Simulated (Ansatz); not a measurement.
Frontier orbitals of C3H6FN (`CC(=N)CF`).

```xyz
11

C    -0.6892    0.9810   -0.7554
C    -0.3216   -0.2892   -0.0587
N    -1.0915   -1.2900   -0.0773
C     1.0094   -0.2644    0.6447
F     1.2758   -1.4635    1.2603
H    -1.6595    0.8649   -1.2345
H     0.0571    1.2420   -1.5119
H    -0.7345    1.8151   -0.0484
H    -0.6770   -2.0614    0.4486
H     1.0193    0.5243    1.4055
H     1.8116   -0.0588   -0.0731
```

Total charge 0; spin multiplicity 1. The geometry is a stationary point of PBE0-D4/def2-TZVP. It is one conformer, not always the lowest. Basis def2-TZVPP, Ansatz 0.2.0.

| functional | HOMO (eV) | LUMO (eV) | gap (eV) |
| --- | --- | --- | --- |
| PBE | -6.14 | -1.17 | 4.97 |
| revPBE | -6.09 | -1.08 | 5.01 |
| PBE0 | -7.69 | -0.05 | 7.64 |
| CAM-B3LYP | -9.16 | 1.14 | 10.30 |
| ωB97M-V | -10.11 | 2.18 | 12.29 |

A quarter of exact exchange (PBE0) shifts PBE's HOMO by −1.55 eV and its LUMO by +1.12 eV; full exchange at long range (ωB97M-V) shifts them by −3.96 and +3.34 eV. The gap opens from 4.98 to 12.28 eV, since occupied levels lose self-interaction and empty ones feel all the electrons. A positive LUMO is unbound and depends on the basis.
